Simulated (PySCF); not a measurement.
# Ionisation and electron attachment of 2-propynyl

System: 2-propynyl, `C#C[CH2]` (C3H3•, doublet). Atom numbers as in the mapped SMILES `[CH:1]#[C:2][CH2:3]`.

Level of theory: ωB97X-D3(BJ)/ma-def2-TZVP single points in PySCF, grid level 2; every species was optimised with PBE0-D3(BJ)/ma-def2-SVP. The prefix ma- adds one diffuse s and one diffuse p function on all atoms but H. ωB97X-D3(BJ) is ωB97X-V with D3(BJ) in place of VV10. Thermal corrections: PBE0-D3(BJ)/ma-def2-SVP frequencies, unscaled, ideal gas at 298.15 K and 1 bar, quasi-RRHO entropy.

Frontier levels of the parent: HOMO -8.58 eV, LUMO -0.55 eV.

Oxidation to the singlet cation:
```
Vertical ionisation energy (electronic)              : 8.73 eV
Adiabatic ionisation energy (with zero-point energy) : 8.76 eV
Adiabatic, electronic part                           : 8.71 eV
Vertical gap at the product's structure              : 8.69 eV
Inner reorganisation energy (four-point)             : 40 meV
Relaxation of product / of parent                    : 12 / 28 meV
Largest changes of atomic charge                     : C1 0.37, C3 0.35, H (on C3) 0.09, H (on C3) 0.09
Distances that move most (Å)                         : C2–C3 1.370 → 1.348; C1–H 1.075 → 1.087; C3–H 1.093 → 1.101; C3–H 1.093 → 1.101
Potential in THF                                     : 6.43 V absolute, 1.69 V against Fc+/Fc computed at 4.74 V (solvation -10 → -236 kJ/mol)
```

Vertical ionisation energy to the triplet cation: 10.48 eV. This state was not relaxed.

Reduction to the singlet anion:
| Property | Result |
| --- | --- |
| Vertical electron affinity (electronic) | 0.67 eV |
| Adiabatic electron affinity (with zero-point energy) | 0.92 eV |
| Adiabatic, electronic part | 0.90 eV |
| Vertical gap at the product's structure | 1.45 eV |
| Inner reorganisation energy (four-point) | 777 meV |
| Relaxation of product / of parent | 229 / 548 meV |
| Largest changes of atomic charge | C1 -0.43, C3 -0.32, H (on C1) -0.10 |
| Distances that move most (Å) | C1–C2 1.233 → 1.282; C1–H 1.075 → 1.099; C2–C3 1.370 → 1.357 |
| Potential in THF | 3.17 V absolute, -1.57 V against Fc+/Fc computed at 4.74 V (solvation -10 → -227 kJ/mol) |

Vertical electron affinity to the triplet anion: -1.74 eV. The extra electron is not bound at this structure, the number hangs on the basis, and the ion was not relaxed.

Solvents are IEF-PCM continua (electrostatics only, gas-phase structures); absolute potentials refer to an electron at rest in vacuum. Fc+/Fc in THF, 4.74 V, is ωB97X-D3(BJ)/ma-def2-TZVP on PBE0-D3(BJ)/def2-SVP structures with GFN2-xTB thermal terms. Benchmark calculations put it near 5.0 V in acetonitrile and DMSO, so it is about 0.3 V low, and the value against it can read up to that much too high.

Against the Active Thermochemical Tables (version 1.112): ionisation energy to the singlet cation 8.67 (computed 8.76, error 0.08); electron affinity to the singlet anion 0.92 (computed 0.92, error 0.00) eV.

Measured values (NIST Chemistry WebBook, evaluated or the median of agreeing entries): adiabatic ionisation energy 8.67 eV (computed 8.76, difference 0.09).

Differences come from unrounded values, so a last digit can differ from that of the printed terms.
